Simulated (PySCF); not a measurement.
HN2, SMILES N#[NH+], charge +1.

The structure is a stationary point at B3LYP-D3(BJ)/def2-TZVPD. The isomer is the one that the SMILES or the coordinates give; other isomers of the formula were not compared.

Two levels are set side by side: TDDFT-PBE/def2-TZVPD (PySCF) and EOM-CCSD/aug-cc-pVDZ (PySCF). Vertical, same geometry; the bases differ. Differences are taken from unrounded values.

| quantity | TDDFT-PBE |
|---|---|
| lowest singlet excitation (eV) | 9.90 |
| lowest triplet excitation (TDA for PBE) (eV) | 7.67 |

These are the TDDFT-PBE values. What does EOM-CCSD give? (The exact figures need the calculation; the answer reports its results.)


| quantity | EOM-CCSD | TDDFT-PBE minus EOM-CCSD |
|---|---|---|
| lowest singlet excitation (eV) | 10.40 | -0.51 |
| lowest triplet excitation (TDA for PBE) (eV) | 7.76 | -0.08 |

Functionals without exact exchange tend to place singlet excitations lower, as here. Differences between two approximate levels are no errors against the true value.

Rough cost on one machine, each run with all the roots and properties that it gave: EOM-CCSD against TDDFT-PBE about 3 times.
